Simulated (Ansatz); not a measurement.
**1T (CdI2-type) SnSe2**

Computed with r²SCAN-D4 (Ansatz, a quantum-chemistry and plane-wave program, plane waves, PAW).

Cell: relaxed at this level.

```json
{
 "interlayer_binding_energy": "14.7 meV/Å²",
 "layer_repeat_distance": "6.284 Å",
 "gap_between_the_layers": "3.136 Å"
}
```

Spin–orbit coupling is not included.

The computed numbers hold no vibrational or temperature effects.

It cost about 3 core-minutes (a rough figure) of CPU time.
